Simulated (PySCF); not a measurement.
Compound: dimethylphosphinic acid, C2H7O2P.
Bonds: C1–P2, P2–C3, P2–O4 (double), P2–O5. Hydrogens: H6, H7, H8 on C1; H9, H10, H11 on C3; H12 on O5.

A calculation gives these core lines: C 1s: 290.93 eV; O 1s: 536.41 (area 1), 539.23 (area 1) eV; P 1s: 2152.71 eV; P 2p3/2: 138.59 eV.

Level of theory: delta-SCF UKS SCAN, pcX-2 on the ionised atom, pcseg-1 elsewhere, spin-free X2C in PySCF. Isolated species at its GFN2-xTB geometry (one conformer only).

Problem. Assign the O 1s lines to atoms.

Solution. 536.41 eV: O4 (phosphoryl oxygen); 539.23 eV: O5 (hydroxyl oxygen). Lowest listed O 1s: O4, bonded to P (double bond). Highest, 2.82 eV above it: O5, bonded to H and P. Summing the Pauling electronegativity differences to the bonded atoms, each weighted by its formal bond order, gives -2.50 for the lowest site and -2.49 for the highest.

Bonded neighbours of each site: C1/C3: 3 H and P; P2: O (double bond), O and 2 C; O4: P (double bond); O5: H and P.

Problem. What is the longest wavelength that can ionise P 2p3/2 of P2 vertically?

Solution. λ = hc/E = 12398.42 eV Å / 138.59 eV = 89.461 Å.

Atoms equivalent by their bonding share one computed value, that of the first of them. For 2p shells one spin-free hole was relaxed; a mean-field spin–orbit operator and the ground-state splitting of the three 2p orbitals were then diagonalised within the shell. The shell's mean is (2 × 2p3/2 + 2p1/2)/3, and the degeneracies 2j + 1 give areas of 2:1. 2p1/2 minus 2p3/2 (ligand field included): P 0.89 eV.

Conformer computed: `[CH3:1][P:2]([CH3:3])(=[O:4])[OH:5]`: H–O5–P2–C1 -126°.
